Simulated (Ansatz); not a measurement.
**CH₂Si+ (quartet): wave-function methods side by side, def2-TZVPP**

The task here is to estimate one member of a computed series from the others.

Program: Ansatz 0.2.0, Gaussian basis. Level of theory: def2-TZVPP, core rule «outside noble gas», up to 6 orbitals frozen. These are calculated values, not measurements.

The runs, in order: UHF; ROHF; CCSD(T) on UHF.

2 further runs of the same task are left out: 2 set aside as unsound or not needed.

### The system

The geometry is a PBE0/def2-TZVP stationary point (not a proven minimum) of the parent state, kept for this charge and spin.

4 atoms, charge 1, spin multiplicity 4.

Atoms are counted from 1 here; the program's logs count them from 0.

Bond lengths: Si1–C2 1.865 Å, C2–H3 1.091 Å, C2–H4 1.091 Å. Angles: Si1–C2–H3 123.8°, Si1–C2–H4 123.8°, H3–C2–H4 112.4°.

Geometry (Å):

```xyz
4
charge 1, multiplicity 4
Si    0.0000    0.0000    0.6502
C     0.0000    0.0000   -1.2146
H     0.0000   -0.9068   -1.8218
H     0.0000    0.9068   -1.8218
```

Set-up of the first run:

in.yaml reads:

```yaml
crystal:
  periodic: [false, false, false]
  atoms:
    - {symbol: Si, position_ang: [0.000000, 0.000000, 0.650177]}
    - {symbol: C, position_ang: [0.000000, 0.000000, -1.214577]}
    - {symbol: H, position_ang: [0.000000, -0.906814, -1.821841]}
    - {symbol: H, position_ang: [0.000000, 0.906814, -1.821841]}
basis:
  gaussian: {orbitals: def2-TZVPP}
total_charge: 1
magnetization: {spin_polarized: true, initial_magnetization: 3}
hamiltonian: {xc: hf}
output: {orbitals: {seedname: orbitals}}
```

Run with:

```
ansatz run in.yaml --threads 1 --pin off --events-out ev --progress --plain --max-ram 4096MiB --backend cpu
```

Among the steps run: UHF; ROHF; CCSD(T) on UHF.

One table of the session follows, with a row left open; its other results are not shown here.

| method | from UCCSD(T) (meV) |
| --- | --- |
| ROHF | +6172.4 |
| UHF | +6033.2 |
| UMP2 | +1006.3 |
| UCCSD | ? |
| UCCSD(T) | 0 |

**Question.** Estimate the row for UCCSD.

The run gave: from UCCSD(T) (meV): +240.8. In the column «from UCCSD(T) (meV)» it lies between UCCSD(T) (0) and UMP2 (+1006.3).
